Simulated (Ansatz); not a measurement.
Ansatz (an electronic-structure program) input (B3LYP-D3(BJ)/def2-TZVP):

Ansatz 0.2 input:
```yaml
crystal:
  periodic: [false, false, false]
  atoms:
    - {symbol: C, position_ang: [0.00214948, 0.86797098, 0.00149051]}
    - {symbol: C, position_ang: [0.75058129, -0.43583539, -0.00746307]}
    - {symbol: C, position_ang: [-0.75273077, -0.43213559, 0.00597256]}
    - {symbol: H, position_ang: [0.01171755, 1.45362880, 0.91078734]}
    - {symbol: H, position_ang: [-0.00451006, 1.45678848, -0.90578946]}
    - {symbol: H, position_ang: [1.25028356, -0.72912596, -0.92080071]}
    - {symbol: H, position_ang: [1.26651116, -0.73228564, 0.89577609]}
    - {symbol: H, position_ang: [-1.25388730, -0.72608269, 0.91830178]}
    - {symbol: H, position_ang: [-1.27011491, -0.72292301, -0.89827503]}
basis:
  gaussian:
    orbitals: def2-TZVP
hamiltonian:
  xc: b3lyp
  dispersion: d3bj
phonons: {temperatures: {t_min: 298.15, t_max: 298.15, t_step: 100}}
```

Output:

```
Functional definition: B3LYP
integrals: 0.03 GiB planned
804 factors; their error is unknown
mean field: 0.42 GiB planned
mean field evaluation 1: about -3200.3486 eV, gradient 6.2e1 eV
mean field evaluation 2: about -3191.8557 eV, gradient 8.4e1 eV
mean field evaluation 4: about -3209.4255 eV, gradient 8.2e-1 eV
mean field evaluation 8: about -3209.4048 eV, gradient 3.4e-3 eV
mean field evaluation 16: about -3209.4048 eV, gradient 1.5e-5 eV
mean field -3209.40481185 eV, -117.9434514229 hartree, gradient 1.5e-5 eV, S^2 0.000000; 0 other end points of the search recorded, 0 dependent functions left out
the calculation of the forces begins
reference -3209.40503852 eV, -117.9434597527 hartree; 12, 12 occupied and 117, 117 virtual orbitals, 804 factors
these checks for a lower state are left out or cut short: stability, starts, cluster_reference, orbital_swaps, neighbouring_geometries, increment
integrals: 0.03 GiB planned
804 factors; their error is unknown
mean field: 0.42 GiB planned
mean field -3209.40466830 eV, -117.9434461472 hartree, gradient 2.2e-6 eV, S^2 0.000000; 0 other end points of the search recorded, 0 dependent functions left out
the calculation of the forces begins
reference -3209.40489492 eV, -117.9434544756 hartree; 12, 12 occupied and 117, 117 virtual orbitals, 804 factors
these checks for a lower state are left out or cut short: stability, starts, cluster_reference, orbital_swaps, neighbouring_geometries, increment
integrals: 0.03 GiB planned
804 factors; their error is unknown
mean field: 0.42 GiB planned
mean field -3209.40465369 eV, -117.9434456104 hartree, gradient 2.9e-6 eV, S^2 0.000000; 0 other end points of the search recorded, 0 dependent functions left out
the calculation of the forces begins
reference -3209.40488039 eV, -117.9434539416 hartree; 12, 12 occupied and 117, 117 virtual orbitals, 804 factors
these checks for a lower state are left out or cut short: stability, starts, cluster_reference, orbital_swaps, neighbouring_geometries, increment
integrals: 0.03 GiB planned
804 factors; their error is unknown
mean field: 0.42 GiB planned
mean field evaluation 32: about -3209.4268 eV, gradient 4.2e-4 eV
mean field -3209.40466653 eV, -117.9434460823 hartree, gradient 3.1e-6 eV, S^2 0.000000; 0 other end points of the search recorded, 0 dependent functions left out
the calculation of the forces begins
reference -3209.40489313 eV, -117.9434544096 hartree; 12, 12 occupied and 117, 117 virtual orbitals, 804 factors
these checks for a lower state are left out or cut short: stability, starts, cluster_reference, orbital_swaps, neighbouring_geometries, increment
integrals: 0.03 GiB planned
804 factors; their error is unknown
mean field: 0.42 GiB planned
mean field -3209.40464474 eV, -117.9434452817 hartree, gradient 2.6e-6 eV, S^2 0.000000; 0 other end points of the search recorded, 0 dependent functions left out
the calculation of the forces begins
reference -3209.40487147 eV, -117.9434536139 hartree; 12, 12 occupied and 117, 117 virtual orbitals, 804 factors
these checks for a lower state are left out or cut short: stability, starts, cluster_reference, orbital_swaps, neighbouring_geometries, increment
integrals: 0.03 GiB planned
804 factors; their error is unknown
mean field: 0.42 GiB planned
mean field -3209.40465959 eV, -117.9434458272 hartree, gradient 2.6e-6 eV, S^2 0.000000; 0 other end points of the search recorded, 0 dependent functions left out
the calculation of the forces begins
reference -3209.40488628 eV, -117.9434541578 hartree; 12, 12 occupied and 117, 117 virtual orbitals, 804 factors
these checks for a lower state are left out or cut short: stability, starts, cluster_reference, orbital_swaps, neighbouring_geometries, increment
integrals: 0.03 GiB planned
804 factors; their error is unknown
mean field: 0.42 GiB planned
mean field -3209.40466772 eV, -117.9434461261 hartree, gradient 2.7e-6 eV, S^2 0.000000; 0 other end points of the search recorded, 0 dependent functions left out
the calculation of the forces begins
reference -3209.40489436 eV, -117.9434544550 hartree; 12, 12 occupied and 117, 117 virtual orbitals, 804 factors
these checks for a lower state are left out or cut short: stability, starts, cluster_reference, orbital_swaps, neighbouring_geometries, increment
integrals: 0.03 GiB planned
804 factors; their error is unknown
mean field: 0.42 GiB planned
mean field evaluation 64: about -3209.4047 eV, gradient 3.5e-4 eV
mean field -3209.40473878 eV, -117.9434487376 hartree, gradient 2.9e-6 eV, S^2 0.000000; 0 other end points of the search recorded, 0 dependent functions left out
the calculation of the forces begins
reference -3209.40496549 eV, -117.9434570689 hartree; 12, 12 occupied and 117, 117 virtual orbitals, 804 factors
these checks for a lower state are left out or cut short: stability, starts, cluster_reference, orbital_swaps, neighbouring_geometries, increment
integrals: 0.03 GiB planned
804 factors; their error is unknown
mean field: 0.42 GiB planned
mean field -3209.40472135 eV, -117.9434480970 hartree, gradient 2.1e-6 eV, S^2 0.000000; 0 other end points of the search recorded, 0 dependent functions left out
the calculation of the forces begins
reference -3209.40494797 eV, -117.9434564252 hartree; 12, 12 occupied and 117, 117 virtual orbitals, 804 factors
these checks for a lower state are left out or cut short: stability, starts, cluster_reference, orbital_swaps, neighbouring_geometries, increment
integrals: 0.03 GiB planned
804 factors; their error is unknown
mean field: 0.42 GiB planned
mean field -3209.40479913 eV, -117.9434509554 hartree, gradient 2.8e-6 eV, S^2 0.000000; 0 other end points of the search recorded, 0 dependent functions left out
the calculation of the forces begins
reference -3209.40502581 eV, -117.9434592858 hartree; 12, 12 occupied and 117, 117 virtual orbitals, 804 factors
these checks for a lower state are left out or cut short: stability, starts, cluster_reference, orbital_swaps, neighbouring_geometries, increment
integrals: 0.03 GiB planned
804 factors; their error is unknown
mean field: 0.42 GiB planned
mean field -3209.40477157 eV, -117.9434499425 hartree, gradient 2.4e-6 eV, S^2 0.000000; 0 other end points of the search recorded, 0 dependent functions left out
the calculation of the forces begins
reference -3209.40499822 eV, -117.9434582716 hartree; 12, 12 occupied and 117, 117 virtual orbitals, 804 factors
these checks for a lower state are left out or cut short: stability, starts, cluster_reference, orbital_swaps, neighbouring_geometries, increment
integrals: 0.03 GiB planned
804 factors; their error is unknown
mean field: 0.42 GiB planned
mean field evaluation 96: about -3209.4048 eV, gradient 1.7e-6 eV
mean field -3209.40479525 eV, -117.9434508127 hartree, gradient 2.5e-6 eV, S^2 0.000000; 0 other end points of the search recorded, 0 dependent functions left out
the calculation of the forces begins
reference -3209.40502196 eV, -117.9434591443 hartree; 12, 12 occupied and 117, 117 virtual orbitals, 804 factors
these checks for a lower state are left out or cut short: stability, starts, cluster_reference, orbital_swaps, neighbouring_geometries, increment
integrals: 0.03 GiB planned
804 factors; their error is unknown
mean field: 0.42 GiB planned
mean field -3209.40476111 eV, -117.9434495580 hartree, gradient 2.8e-6 eV, S^2 0.000000; 0 other end points of the search recorded, 0 dependent functions left out
the calculation of the forces begins
reference -3209.40498772 eV, -117.9434578858 hartree; 12, 12 occupied and 117, 117 virtual orbitals, 804 factors
these checks for a lower state are left out or cut short: stability, starts, cluster_reference, orbital_swaps, neighbouring_geometries, increment
integrals: 0.03 GiB planned
804 factors; their error is unknown
mean field: 0.42 GiB planned
mean field -3209.40478310 eV, -117.9434503662 hartree, gradient 2.7e-6 eV, S^2 0.000000; 0 other end points of the search recorded, 0 dependent functions left out
the calculation of the forces begins
reference -3209.40500975 eV, -117.9434586955 hartree; 12, 12 occupied and 117, 117 virtual orbitals, 804 factors
these checks for a lower state are left out or cut short: stability, starts, cluster_reference, orbital_swaps, neighbouring_geometries, increment
integrals: 0.03 GiB planned
804 factors; their error is unknown
mean field: 0.42 GiB planned
mean field -3209.40480307 eV, -117.9434511001 hartree, gradient 2.5e-6 eV, S^2 0.000000; 0 other end points of the search recorded, 0 dependent functions left out
the calculation of the forces begins
reference -3209.40502974 eV, -117.9434594303 hartree; 12, 12 occupied and 117, 117 virtual orbitals, 804 factors
these checks for a lower state are left out or cut short: stability, starts, cluster_reference, orbital_swaps, neighbouring_geometries, increment
integrals: 0.03 GiB planned
804 factors; their error is unknown
mean field: 0.42 GiB planned
mean field -3209.40472073 eV, -117.9434480743 hartree, gradient 2.9e-6 eV, S^2 0.000000; 0 other end points of the search recorded, 0 dependent functions left out
the calculation of the forces begins
reference -3209.40494735 eV, -117.9434564023 hartree; 12, 12 occupied and 117, 117 virtual orbitals, 804 factors
these checks for a lower state are left out or cut short: stability, starts, cluster_reference, orbital_swaps, neighbouring_geometries, increment
integrals: 0.03 GiB planned
804 factors; their error is unknown
mean field: 0.42 GiB planned
mean field evaluation 128: about -3209.4043 eV, gradient 5.6e-1 eV
mean field -3209.40473827 eV, -117.9434487187 hartree, gradient 2.5e-6 eV, S^2 0.000000; 0 other end points of the search recorded, 0 dependent functions left out
the calculation of the forces begins
reference -3209.40496498 eV, -117.9434570502 hartree; 12, 12 occupied and 117, 117 virtual orbitals, 804 factors
Total energy: -3209.61724066 eV, -117.9512580377 hartree
Atom 0 at     0.002149     0.867971     0.001491 Å, force     0.000002     0.000711     0.000001 eV/Å
Atom 1 at     0.750581    -0.435835    -0.007463 Å, force     0.000379    -0.000181    -0.000004 eV/Å
Atom 2 at    -0.752731    -0.432136     0.005973 Å, force    -0.000380    -0.000179     0.000003 eV/Å
Atom 3 at     0.011718     1.453629     0.910787 Å, force    -0.000001    -0.000014    -0.000148 eV/Å
Atom 4 at    -0.004510     1.456788    -0.905789 Å, force     0.000001    -0.000014     0.000148 eV/Å
Atom 5 at     1.250284    -0.729126    -0.920801 Å, force     0.000091    -0.000081     0.000184 eV/Å
Atom 6 at     1.266511    -0.732286     0.895776 Å, force     0.000087    -0.000081    -0.000186 eV/Å
Atom 7 at    -1.253887    -0.726083     0.918302 Å, force    -0.000091    -0.000080    -0.000184 eV/Å
Atom 8 at    -1.270115    -0.722923    -0.898275 Å, force    -0.000088    -0.000081     0.000185 eV/Å
Dipole moment:    -0.000000    -0.000002    -0.000000 e Å
Vibrations: 745.87 745.88 864.43 882.66 882.66 1054.39 1054.49 1094.81 1153.80 1214.34 1214.38 1214.64 1477.80 1477.96 1521.58 3131.93 3131.93 3138.58 3204.17 3204.17 3225.90 cm⁻¹, zero-point energy 2.209172 eV
```
